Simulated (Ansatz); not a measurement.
A run of Ansatz (development build ahead of 0.2.0) on singlet H5O2(+) at this shape:

```tsv
atom	x (Å)	y (Å)	z (Å)
H	-0.0953	0.0276	-0.0724
O	1.1211	0.0342	0.0380
O	-1.1899	-0.0531	0.1095
H	1.6396	0.6948	0.5033
H	-1.5884	-0.7747	0.4960
H	1.7011	-0.2661	-0.6343
H	-1.7900	0.1855	-0.6631
```

Its results:

```json
{"Converged": "yes", "Reference energy": "-150.37497 hartree", "Correlation energy": "-0.08778 hartree", "Total energy": "-150.46274 hartree", "Spin squared of the determinant": "0.000"}
```

Question: Which input gives this output? Name the method, the orbitals and the basis set, and write the input.

Answer: RHF-MP2 in STO-3G. An unrestricted run that stays on the closed shell gives the same numbers.

```yaml
crystal:
  periodic: [false, false, false]
  atoms:
    - { symbol: H, position_ang: [-0.09531, 0.02756, -0.07243] }
    - { symbol: O, position_ang: [1.12106, 0.03419, 0.03796] }
    - { symbol: O, position_ang: [-1.18992, -0.05311, 0.10954] }
    - { symbol: H, position_ang: [1.63964, 0.69481, 0.50326] }
    - { symbol: H, position_ang: [-1.58843, -0.77467, 0.49596] }
    - { symbol: H, position_ang: [1.70114, -0.26605, -0.63433] }
    - { symbol: H, position_ang: [-1.78996, 0.18554, -0.66311] }
basis:
  gaussian: { orbitals: STO-3G }
total_charge: 1
hamiltonian:
  xc: hf
correlation:
  method: mp2
  frozen_orbitals: { H: 0, O: 1 }
```
